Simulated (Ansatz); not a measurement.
The input, for Ansatz 0.2.0:

```yaml
crystal:
  periodic: [false, false, false]
  atoms:
    - {symbol: C, position_ang: [-0.016003, -0.256609, 1.204880]}
    - {symbol: N, position_ang: [-0.016003, 0.560563, 0.000000]}
    - {symbol: C, position_ang: [-0.016003, -0.256609, -1.204880]}
    - {symbol: H, position_ang: [0.803028, -0.994649, 1.248506]}
    - {symbol: H, position_ang: [0.051125, 0.389275, 2.083405]}
    - {symbol: H, position_ang: [-0.960693, -0.804894, 1.261750]}
    - {symbol: H, position_ang: [0.816830, 1.146313, 0.000000]}
    - {symbol: H, position_ang: [0.803028, -0.994649, -1.248506]}
    - {symbol: H, position_ang: [0.051125, 0.389275, -2.083405]}
    - {symbol: H, position_ang: [-0.960693, -0.804894, -1.261750]}
basis:
  gaussian: {orbitals: 6-31G}
correlation: {method: sc_nevpt2, electrons: outside_noble_gas, active_space: {window: {electrons: 8, orbitals: 8}}}
```

```sh
$ ansatz run in.yaml --threads 1 --pin off --events-out ev --progress --plain --max-ram 2560MiB --backend cpu
```

The program prints:

```
610 factors; integrals over basis functions are off by at most 1.9e-4 eV
mean field evaluation 1: about -3649.6823 eV, gradient 2.3e1 eV
mean field evaluation 2: about -3649.6802 eV, gradient 2.3e1 eV
mean field evaluation 4: about -3651.1044 eV, gradient 2.7e0 eV
mean field evaluation 8: about -3651.1238 eV, gradient 1.4e-2 eV
mean field -3651.12378778 eV, -134.1763243803 hartree, gradient 9.8e-7 eV, S^2 0.000000; 0 other end points of the search recorded, 0 dependent functions left out
reference -3651.12378778 eV, -134.1763243803 hartree; 13, 13 occupied and 28, 28 virtual orbitals, 610 factors
state -3654.06852622 eV, -134.2845415220 hartree
state -3654.06852622 eV, -134.2845415220 hartree; corrected -3659.25316324 eV, -134.4750734180 hartree
Total energy: -3659.25316324 eV, -134.4750734180 hartree
```

Natural occupations: 1.9842 1.9773 1.9754 1.9743 0.0248 0.0238 0.0230 0.0173.

For the same geometry and basis RCCSDT(Q) lies 1132.8 meV lower.

Ran on 1 thread of AMD EPYC 7R13, shared host: 4.6 s wall, 0.14 GiB peak host memory.
